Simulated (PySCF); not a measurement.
Compound: C3H3NO.
Geometry (PBE0-D3(BJ)/def2-SVP, Å), atoms numbered from 1 in this order:
```
atom  x, y, z in Å
O1     2.2325    1.2560   -0.4180
C2     1.6907    0.2765    0.0147
C3     0.2264    0.0806   -0.0142
N4    -0.5917   -0.8063    0.3353
C5    -1.1385    0.4571   -0.3040
H6     2.2445   -0.5773    0.4755
H7    -1.5452    0.3576   -1.3173
H8    -1.6795    1.1448    0.3568
```

Method used: MP2 and CCSD/aug-cc-pVDZ in PySCF, restricted Hartree–Fock reference, 5 core orbitals frozen, non-relativistic, gas phase, PBE0-D3(BJ)/def2-SVP geometry.

E(HF) = -244.59670 Eh.

Problem. How large is the problem?

Solution. 142 basis functions and 36 electrons; 5 orbitals frozen, which leaves o = 13 correlated occupied and v = 124 virtual orbitals. That is o·v = 1612 singles and o·v(o·v + 1)/2 = 1300078 distinct closed-shell doubles amplitudes before symmetry; the costliest CCSD step grows as o²v⁴ = 4.0 × 10^10.

Problem. What are the MP2 and CCSD correlation energies?

Solution. MP2 -0.7596 Eh and CCSD -0.7825 Eh, which gives totals of -245.35626 and -245.37923 Eh. That is 0.819 eV for each correlated electron at CCSD (2055 kJ/mol in all, 0.319 % of the total energy); MP2 gives 97.1 % of the CCSD value.

Problem. What is the T1 diagnostic?

Solution. 0.0146, below the customary warning level of 0.02. It is the norm of the spatial-orbital singles amplitudes over the root of the number of correlated electrons, so the norm is 0.074.

Problem. How does correlation change the dipole moment?

Solution. HF gives 0.72 D and CCSD (unrelaxed density) 0.50 D, a change of -0.22 D; the two vectors are 11° apart.

No triples correction and no basis-set extrapolation were made.

One conformer stands for the species.
